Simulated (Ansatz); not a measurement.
**CH₂Si+ (doublet): wave-function methods side by side, cc-pVTZ**

One table from this session's results is given with a row withheld; the runs are named, their logs left out.

Computed with Ansatz 0.2.0, Gaussian basis. Level: cc-pVTZ, core rule «outside noble gas», up to 6 orbitals frozen.

To be run: UHF; CCSD(T) on ROHF; CCSD(T) on UHF; BCCD(T) on ROHF; CCSDT(Q) on ROHF; CCSDT(Q) on UHF; CASSCF and MRCISD+Q, 9 electrons in 10 orbitals; CASSCF and NEVPT2, 9 electrons in 10 orbitals.

3 further runs of the same task are left out: 3 set aside as unsound or not needed.

### The geometry

The geometry is a PBE0/def2-TZVP stationary point (not a proven minimum) of the parent state, kept for this charge and spin.

4 atoms, charge 1, spin multiplicity 2.

Atoms are counted from 1 here; the program's logs count them from 0.

Bond lengths: Si1–C2 1.820 Å, Si1–H3 1.492 Å, Si1–H4 1.492 Å. Angles: C2–Si1–H3 125.7°, C2–Si1–H4 125.7°, H3–Si1–H4 108.7°.

Set-up of the first run:

Input file in.yaml:

```yaml
crystal:
  periodic: [false, false, false]
  atoms:
    - {symbol: Si, position_ang: [0.000000, 0.000000, 0.477506]}
    - {symbol: C, position_ang: [0.000000, 0.000000, -1.342750]}
    - {symbol: H, position_ang: [0.000000, 1.212489, 1.347482]}
    - {symbol: H, position_ang: [0.000000, -1.212489, 1.347482]}
basis:
  gaussian: {orbitals: cc-pVTZ}
total_charge: 1
magnetization: {spin_polarized: true, initial_magnetization: 1}
hamiltonian: {xc: hf}
output: {orbitals: {seedname: orbitals}}
```

Launch:

```sh
$ ansatz run in.yaml --threads 1 --pin off --events-out ev --progress --plain --max-ram 4096MiB --backend cpu
```

Among the steps run: UHF; CCSD(T) on ROHF; CCSD(T) on UHF; BCCD(T) on ROHF; CCSDT(Q) on ROHF; CCSDT(Q) on UHF; CASSCF and MRCISD+Q, 9 electrons in 10 orbitals; CASSCF and NEVPT2, 9 electrons in 10 orbitals.

One of the session's tables, all rows but one given; the rest of the session is left out.

| method | from UCCSDT(Q) (meV) |
| --- | --- |
| ROHF | +6568.4 |
| UHF | +5992.9 |
| RMP2 | +1461.4 |
| UMP2 | ? |
| RCCSD | +300.4 |
| UCCSD | +285.4 |
| RCCSD(T) | +65.5 |
| UCCSD(T) | +59.3 |
| BCCD(T) | +65.4 |
| RCCSDT | +15.1 |
| UCCSDT | +20.7 |
| RCCSDT(Q) | +2.9 |
| UCCSDT(Q) | 0 |
| CASSCF valence | +3984.7 |
| NEVPT2 valence | +1021.2 |
| MRCISD valence | +280.8 |
| MRCISD+Q valence | +51.3 |

Q: Estimate the row for UMP2 from the others.

**Answer.** from UCCSDT(Q) (meV): +1437.5. In the column «from UCCSDT(Q) (meV)» it lies between NEVPT2 valence (+1021.2) and RMP2 (+1461.4).

The program flags UCCSD(T) as in doubt (see the logs), so those rows may rest on another solution; read them beside their warnings.

Caveats from the session: The determinant is far from a pure spin state, so its energy mixes those of several spin states (harmless only where they are near-degenerate, as at dissociation). The program flags UCCSD(T) as in doubt, so those rows may rest on another solution; read them beside their warnings. Restricted and unrestricted rows rest on different reference determinants; where their highest levels disagree by more than a few hundredths of an eV, they describe different states and don't form one ladder.
